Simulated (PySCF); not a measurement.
Input of a response calculation (the driver script's job line, then coordinates in Å):

```
{"job": {"kind": "uv", "xc": "B3LYP", "basis": "def2-SVPD", "nstates": 8, "ntriplets": 3}, "charge": 0, "multiplicity": 1}
C     -0.964108     1.608998     0.494226
C     -0.393060     0.564888     0.307383
N      0.153667    -0.593936     0.181591
C      0.889720    -1.440380    -0.228664
S      1.745477    -2.676224    -0.621381
H     -1.428575     2.538645     0.618280
```

Output (SCF cycles cut):

```
converged SCF energy = -567.5526092826

Static polarisability (au): isotropic 75.462, principal 39.967 40.356 146.061

Singlet excitations
state   eV       nm        f      main configurations
  1   4.0912    303.1   0.00000   H->L 0.92
  2   4.3017    288.2   0.00012   H-1->L 0.52, H->L+1 0.47
  3   4.3654    284.0   0.00006   H-1->L+1 0.92
  4   6.1133    202.8   0.00340   H-3->L 0.72, H-2->L+1 0.17
  5   6.3107    196.5   0.06686   H-2->L 0.36, H-3->L+1 0.35, H-1->L+2 0.23
  6   6.3331    195.8   0.01768   H-2->L+1 0.56, H->L+2 0.39
  7   6.3474    195.3   0.35300   H-1->L+2 0.48, H-2->L 0.18, H->L+1 0.12
  8   6.3691    194.7   0.02133   H->L+2 0.53, H-2->L+1 0.24, H-3->L 0.22

Triplet excitations (Tamm-Dancoff, eV): 3.5718 3.7825 3.8195
```

Method used: PySCF 2.14.0, density-fitted response routines, TDDFT B3LYP/def2-SVPD, vertical, gas phase, core orbitals frozen in the response. Isolated species at its GFN2-xTB geometry, gas phase.

Question: What is the gap between the lowest singlet and the lowest triplet?

Answer: 4.0912 − 3.5718 = 0.5194 eV (full response against Tamm–Dancoff).

Question: How much of the mean polarisability do the listed states account for?

Answer: The sum over states Σ f/ΔE² (ΔE in hartree) gives 8.52 au, 11% of the total; the rest comes from higher roots of the same response equations.

Question: Give the mean polarisability in Å³.

Answer: 75.46 au × 0.148185 = 11.18 Å³.

Question: What transition dipole goes with state 7?

Answer: |μ|² = 3f / (2ΔE) = 3 × 0.3530 / (2 × 0.2333) = 2.270 au, so |μ| = 3.83 D.

Question: Give the energy of state 7 in hartree, cm⁻¹ and kJ/mol.

Answer: 0.23326 hartree, 51195 cm⁻¹, 612.4 kJ/mol.

Question: Which species is it?

Answer: ethynyl isothiocyanate, `C#CN=C=S` (C3HNS), point group Cs.

H and L stand for HOMO and LUMO.

Time: 7.2 s. Hardware: one thread, x86-64 server, no GPU, shared host.
